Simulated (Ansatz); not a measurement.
Geometry optimisation, RKS PBE0-D4/def2-SVP in Ansatz.

input.yaml

```yaml
crystal:
  periodic: [false, false, false]
  atoms:
    - { symbol: Si, position_ang: [0.0, 0.0, 0.0] }
    - { symbol: H, position_ang: [0.0, 0.0, 1.46] }
    - { symbol: "N", position_ang: [1.7163, 0.0, -0.6061] }
    - { symbol: H, position_ang: [2.2145, -0.918, -0.7868] }
    - { symbol: H, position_ang: [2.2175, 0.918, -0.7783] }
    - { symbol: H, position_ang: [-0.6877, 1.1914, -0.4862] }
    - { symbol: "N", position_ang: [-0.8572, -1.4851, -0.6061] }
    - { symbol: H, position_ang: [-1.3922, -2.1014, 0.0704] }
    - { symbol: H, position_ang: [-0.8219, -1.7344, -1.6357] }
basis:
  gaussian: { orbitals: def2-SVP }
hamiltonian:
  xc: pbe0
  dispersion: d4
relax:
  f_tol: 0.02
  max_steps: 40
output:
  orbitals: {}
```

Launched with:

```bash
$ ansatz run input.yaml --threads 1 --pin off --max-ram 2048MiB --backend cpu --events-out ev --progress --plain --runs-dir out
```

Question: Where does it end, and by what steps?

Answer: The run converged. After 6 steps the energy has fallen by 0.648 eV; H4 moved furthest, 0.27 Å.

```
step  energy less start (eV)  largest force component (eV/Å)  accepted
   0                  0.0000                           2.348       yes
   1                 -0.5210                           1.197       yes
   2                 -0.6248                           0.435       yes
   3                 -0.6388                           0.137       yes
   4                 -0.6442                           0.138       yes
   5                 -0.6471                           0.032       yes
   6                 -0.6476                           0.009       yes
```

```xyz
9
Properties=species:S:1:pos:R:3
Si 0.045 -0.074 -0.038
H -0.057 -0.155 1.458
N 1.621 -0.027 -0.735
H 2.286 -0.773 -0.570
H 2.082 0.858 -0.907
H -0.559 1.237 -0.451
N -0.729 -1.520 -0.569
H -1.440 -1.963 -0.001
H -0.859 -1.713 -1.555
```

Run time: 30 s on 1 thread of Arm Neoverse N1, on a shared host, peak memory 0.14 GiB.
